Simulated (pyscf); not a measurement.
PySCF, gas phase, ωB97X-D3(BJ)/def2-SVP geometries. Correlated levels are frozen-core, on RHF or UHF. ΔMP2 is the change of the MP2 total energy from the triple- to the quadruple-zeta basis.

What is the homolytic dissociation enthalpy (298 K, CCSD(T)/def2-TZVPP + ΔMP2(QZVPP)) of the S–S bond of H₃C–S–S–CH₃ (SMILES CSSC), to H₃C–S• + H₃C–S•?

S–S to H₃C–S• + H₃C–S•: 63.2 kcal/mol. Other isomers of H₃C–S• were not searched in full and may lie lower. The CCSD(T) − MP2 part came from Ansatz, without density fitting, on the same reference.
